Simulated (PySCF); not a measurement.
Molecule: `InChI=1S/CH2NO/c2-1-3/h2H2/q+1`.

Bonds (- single, = double, # triple, : aromatic): N1-C2 1.269 Å, C2#O3 1.127 Å. N1 carries H4, H5. Formal charges: O3 +1.

Total charge +1.

Spin–spin couplings on one PBE0-D3(BJ)/def2-SVP geometry, PySCF 2.14.0 with density-fitted response routines, gas phase, non-relativistic, equivalent pairs averaged; isotopes $^{15}$N, $^{1}$H, $^{13}$C, $^{17}$O; basis pcJ-1.

Task: How do the couplings (Hz) change with the functional? Times are CPU seconds on shared hosts with different chips, so compare them loosely.

Result: 
```
functional  functions  $^{1}J$(N1,H4)  $^{1}J$(N1,C2)  $^{1}J$(C2,O3)  $^{2}J$(H4,H5)  $^{2}J$(C2,H4)  $^{3}J$(O3,H4)  core-s
        HF        101          -134.4           -64.7           -54.5           -23.7           -10.7            -7.3     1.1
       LDA        101           -92.7           -40.3            15.7            -7.3             5.5             0.3     1.9
       PBE        101          -106.7           -44.3            14.7            -8.4             6.0            -0.1     2.8
       KT2        101          -117.8           -36.6            27.0           -11.1             6.2             0.2       3
     B3LYP        101          -114.8           -49.0             4.2           -10.5             5.0            -0.9       3
      PBE0        101          -109.6           -47.1             4.5           -10.8             3.9            -0.8     2.5
     B97-2        101          -105.7           -46.8             5.7            -9.8             3.7            -0.8     2.5
 BHandHLYP        101          -121.8           -53.7           -11.4           -13.8             2.1            -2.2     2.6
 CAM-B3LYP        101          -113.9           -48.8             1.6           -11.3             4.5            -0.8     3.1
```
